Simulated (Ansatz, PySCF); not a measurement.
Species: N₂, charge 1, multiplicity 2. 
Coordinates optimised at B3LYP-D3(BJ)/def2-TZVP (Ansatz, a quantum-chemistry and plane-wave program):
```
N
N 1 1.1041
```
Charge +1, spin multiplicity 2.

Total electronic energies in hartree. Valence correlation only, unless marked. UHF or UKS for open shells. No spin-orbit coupling. No relativistic terms.  The program attaches cautions to a run behind CCSD/aug-cc-pVDZ: large difference. The program attaches cautions to a run behind CCSD/def2-SVPD: large difference. The program attaches cautions to a run behind CCSD/cc-pVTZ: other roots. The program attaches cautions to a run behind CCSD(T)/6-31G: large difference. The program attaches cautions to a run behind CCSD(T)/def2-SVPD: large difference. The program attaches cautions to a run behind CCSD(T)/cc-pwCVTZ: other roots.

The Hartree-Fock reference is unstable (checked in the largest basis), which strains HF and MP2. 

| level | program | energy (Eh) |
|---|---|---|
| HF-D4/def2-TZVPD | PySCF + dftd4 | -108.41382 |
| RI-HF/aug-cc-pVTZ | Ansatz | … |
| RI-HF/def2-QZVPPD | Ansatz | -108.43749 |
| SVWN5/def2-TZVPD | Ansatz | -108.11781 |
| revPBE-D4/def2-TZVPD | Ansatz + dftd4 | -108.98752 |
| BP86-D3(BJ)/def2-TZVPD | PySCF + dftd3 | -109.00614 |
| PBE0/def2-TZVP | Ansatz | -108.86808 |
| r2SCANh-D4/def2-TZVPD | Ansatz + dftd4 | -108.92791 |
| HSE06-D4/def2-TZVPD | Ansatz + dftd4 | -108.86368 |
| CAM-B3LYP-D4/def2-TZVPD | Ansatz + dftd4 | -108.94156 |
| RI-MP2/aug-cc-pVQZ | Ansatz | … |
| RI-MP2/def2-TZVPPD | Ansatz | -108.74043 |
| CCSD/aug-cc-pVDZ | Ansatz | -108.71305 |
| CCSD/def2-SVPD | Ansatz | -108.60789 |
| CCSD/cc-pVTZ | Ansatz | -108.78330 |
| CCSD/cc-pVQZ | Ansatz | -108.80835 |
| CCSD/def2-QZVPP | Ansatz | -108.80867 |
| CCSD/def2-QZVPPD | Ansatz | -108.80879 |
| CCSD(T)/6-31G | Ansatz | -108.55910 |
| CCSD(T)/def2-SVPD | Ansatz | -108.62614 |
| CCSD(T)/cc-pwCVTZ | Ansatz | -108.81404 |
| CCSD(T)/def2-QZVPP | Ansatz | … |

Q: Complete the blanks.

A: 
- RI-HF/aug-cc-pVTZ, energy (Eh): -108.42906
- RI-MP2/aug-cc-pVQZ, energy (Eh): -108.76796
- CCSD(T)/def2-QZVPP, energy (Eh): -108.83359
